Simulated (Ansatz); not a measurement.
# AlHO+ (doublet): wave-function methods side by side, cc-pVDZ

An exercise on one series of results from a longer session: the logs are not shown, and one member is left open.

The runs use Ansatz 0.2.0, Gaussian basis; cc-pVDZ, core rule «outside noble gas», up to 6 orbitals frozen.

To be run: UHF; CCSD(T) on ROHF; CCSD(T) on UHF; BCCD(T) on ROHF; CISD; CCSDT(Q) on ROHF; CCSDT(Q) on UHF; CCSDTQ on ROHF; CCSDTQ on UHF.

10 further runs of the same task are left out: 7 for a known fault of the program, 3 set aside as unsound or not needed.

### What is computed

The geometry is a PBE0/def2-TZVP stationary point (not a proven minimum) of the parent state, kept for this charge and spin.

3 atoms, charge 1, spin multiplicity 2.

Atoms are counted from 1 here; the program's logs count them from 0.

Bond lengths: Al1–O2 1.674 Å, O2–H3 0.950 Å. Angles: Al1–O2–H3 180.0°.

The first run:

Contents of in.yaml:

```yaml
crystal:
  periodic: [false, false, false]
  atoms:
    - {symbol: Al, position_ang: [0.000000, 0.000000, 1.432992]}
    - {symbol: O, position_ang: [0.000000, 0.000000, -0.241478]}
    - {symbol: H, position_ang: [0.000000, 0.000000, -1.191514]}
basis:
  gaussian: {orbitals: cc-pVDZ}
total_charge: 1
magnetization: {spin_polarized: true, initial_magnetization: 1}
hamiltonian: {xc: hf}
output: {orbitals: {seedname: orbitals}}
```

Launch:

```console
> ansatz run in.yaml --threads 1 --pin off --events-out ev --progress --plain --max-ram 2560MiB --backend cpu
```

Among the steps run: UHF; CCSD(T) on ROHF; CCSD(T) on UHF; BCCD(T) on ROHF; CISD; CCSDT(Q) on ROHF; CCSDT(Q) on UHF; CCSDTQ on ROHF; CCSDTQ on UHF.

One table of the session follows, with a row left open; its other results are not shown here.

| method | from UCCSDTQ (meV) |
| --- | --- |
| ROHF | +6190.0 |
| UHF | +6177.9 |
| RMP2 | ? |
| UMP2 | +321.5 |
| CISD | +465.9 |
| RCCSD | +180.6 |
| UCCSD | +180.2 |
| RCCSD(T) | +31.6 |
| UCCSD(T) | +30.6 |
| BCCD(T) | +29.9 |
| RCCSDT | +18.6 |
| UCCSDT | +17.9 |
| RCCSDT(Q) | +1.9 |
| UCCSDT(Q) | -3.7 |
| RCCSDTQ | +0.8 |
| UCCSDTQ | 0 |

**Question.** Estimate the row for RMP2.

**Answer.** from UCCSDTQ (meV): +330.5. In the column «from UCCSDTQ (meV)» it lies between UMP2 (+321.5) and CISD (+465.9).

To keep in mind: Restricted and unrestricted rows rest on different reference determinants; where their highest levels disagree by more than a few hundredths of an eV, they describe different states and don't form one ladder.
